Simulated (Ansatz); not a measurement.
Process, species as SMILES: [CH2]Cl (CH2-Cl) → [CH2-]Cl (an electron is taken up)
B3LYP-D3(BJ)/def2-TZVP geometries, fixed; electronic energies without zero-point terms; positive where energy is released.

Basis-set convergence of the adiabatic electron affinity at r2SCAN with Ansatz (an electronic-structure program). Cartesian d functions, on some or all atoms, in 6-31G*, 6-31+G*, 6-311G**, 6-311+G**; all else is spherical. Open shells are unrestricted. No added dispersion term, no relativity. Functions are those of the species that has most. Reference: the value in aug-pcseg-3, 0.421 eV, itself unsure by roughly 0.010 eV (its mean distance from aug-cc-pV(Q+d)Z, def2-QZVPPD). Deviations are taken from unrounded values.

| basis | functions | adiabatic electron affinity (eV) |
|---|---|---|
| 6-31G* | 38 | -0.153 |
| 6-31+G* | 46 | 0.401 |
| def2-SVP | 42 | -0.131 |
| def2-SVPD | 63 | 0.430 |
| pcseg-1 | 42 | 0.324 |
| aug-pcseg-1 | 68 | 0.585 |
| cc-pV(D+d)Z | 47 | 0.008 |
| aug-cc-pV(D+d)Z | 73 | 0.501 |
| 6-311G** | 57 | 0.281 |
| 6-311+G** | 65 | 0.486 |
| def2-TZVP | 80 | 0.271 |
| def2-TZVPD | 101 | 0.401 |
| pcseg-2 | 92 | 0.336 |
| aug-pcseg-2 | 142 | 0.438 |
| cc-pV(T+d)Z | 97 | 0.217 |
| aug-cc-pV(T+d)Z | 147 | 0.439 |
| def2-TZVPP | 101 | 0.271 |
| def2-TZVPPD | 122 | 0.399 |
| cc-pV(Q+d)Z | 179 | 0.305 |
| aug-cc-pV(Q+d)Z | 261 | 0.424 |
| def2-QZVPP | 187 | 0.364 |
| def2-QZVPPD | 208 | 0.404 |
| pcseg-3 | 190 | 0.398 |
| aug-pcseg-3 | 272 | 0.421 |

What the diffuse functions change, pair by pair:
- 6-31G* to 6-31+G*: 8 more functions, deviation -0.574 to -0.020 eV
- def2-SVP to def2-SVPD: 21 more functions, deviation -0.553 to 0.009 eV
- pcseg-1 to aug-pcseg-1: 26 more functions, deviation -0.097 to 0.163 eV
- cc-pV(D+d)Z to aug-cc-pV(D+d)Z: 26 more functions, deviation -0.413 to 0.080 eV
- 6-311G** to 6-311+G**: 8 more functions, deviation -0.141 to 0.065 eV
- def2-TZVP to def2-TZVPD: 21 more functions, deviation -0.151 to -0.020 eV
- pcseg-2 to aug-pcseg-2: 50 more functions, deviation -0.085 to 0.017 eV
- cc-pV(T+d)Z to aug-cc-pV(T+d)Z: 50 more functions, deviation -0.204 to 0.018 eV
- def2-TZVPP to def2-TZVPPD: 21 more functions, deviation -0.150 to -0.022 eV
- cc-pV(Q+d)Z to aug-cc-pV(Q+d)Z: 82 more functions, deviation -0.116 to 0.002 eV
- def2-QZVPP to def2-QZVPPD: 21 more functions, deviation -0.058 to -0.018 eV
- pcseg-3 to aug-pcseg-3: 82 more functions, deviation -0.023 to 0.000 eV

Leaving out the reference's own pair, they bring the value nearer the reference by more than 0.010 eV in 10 of 11 pairs.
